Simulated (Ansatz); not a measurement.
C$_{3}$H$_{5}$ClF$_{2}$ (`CC(F)(F)CCl`). Charge 0, multiplicity 1. The structure was optimised at the PBE0-D4/def2-TZVP level. It is one conformer, not always the lowest.

```xyz
11

C     0.351   -1.252   -0.198
C     0.483    0.242   -0.176
F     1.518    0.597    0.633
F     0.809    0.690   -1.429
C    -0.749    1.032    0.223
Cl   -1.336    0.605    1.836
H     1.294   -1.681   -0.536
H    -0.444   -1.546   -0.884
H     0.120   -1.621    0.800
H    -1.548    0.842   -0.491
H    -0.497    2.092    0.221
```

Task: What is the dipole moment at B3LYP/def2-TZVPP? (Best estimate.)

Result: The calculation gave: 1.68 D, with components (-1.17, -0.84, -0.87) D in this frame, pointing from negative to positive charge.

Task: And with PBE, r2SCAN, ωB97M-V? (An estimate is asked.)

Result: Computed: PBE 1.58 D, r2SCAN 1.66 D, ωB97M-V 1.68 D.

Task: Give the Mulliken charges with B3LYP, r2SCAN, ωB97M-V in def2-TZVPP. (An estimate is asked.)

Result: Computed: 
| atom | B3LYP | r2SCAN | ωB97M-V |
| --- | --- | --- | --- |
| C1 | -0.26 | -0.17 | -0.29 |
| C2 | 0.40 | 0.39 | 0.31 |
| F3 | -0.21 | -0.20 | -0.19 |
| F4 | -0.22 | -0.21 | -0.20 |
| C5 | -0.11 | -0.01 | -0.17 |
| Cl6 | -0.14 | -0.15 | -0.10 |
| H7 | 0.11 | 0.07 | 0.12 |
| H8 | 0.09 | 0.05 | 0.11 |
| H9 | 0.10 | 0.07 | 0.12 |
| H10 | 0.12 | 0.08 | 0.14 |
| H11 | 0.13 | 0.09 | 0.15 |

B3LYP here is the variant with VWN-RPA as its local correlation; programs differ in this.
